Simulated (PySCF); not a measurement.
Gas-phase reaction: 2 AlCl + Al(OH)3 → AlCl2OH + 2 AlO + 2 H

Method: PySCF energies (xtb for GFN2) plus ideal-gas RRHO corrections (1 bar). † marks an energy on the PBE0/def2-TZVP geometry and frequencies; other levels use their own. 6-31G* has spherical d functions here. Open shells (unrestricted): AlO (multiplicity 2), H (multiplicity 2); the rest are closed-shell singlets. GFN2 has no spin-polarisation term. B3LYP is the form with VWN-RPA correlation. Al(OH)3, AlCl2OH: computed as isolated molecules; such fragments, hydroxides, amides, oligomers or adducts are transient or little studied in the gas. The harmonic model lacks anharmonicity and excited electronic states, which grow with temperature; levels with a mode under 35 cm⁻¹ are left out. Warning, point group unlike the PBE0 one: AlCl2OH (GFN2-xTB).

```csv
level,"ΔE electronic, kJ","ΔH°(298 K), kJ","ΔS°(298 K), J/K","ΔG°(2500 K), kJ"
B3LYP/6-31G*,954,907,229,302
B3LYP/def2-TZVP†,974,926,229,322
BLYP/def2-TZVP†,917,869,229,265
GFN2-xTB,818,775,229,176
PBE/def2-SVP,915,869,228,270
PBE/def2-TZVP†,916,867,229,263
PBE0/def2-QZVP†,977,929,229,324
PBE0/def2-TZVP,972,924,229,319
LDA/def2-TZVP†,1011,963,229,358
```
ΔH° is lowest at GFN2-xTB and highest at LDA/def2-TZVP†. No reference value is set beside these.
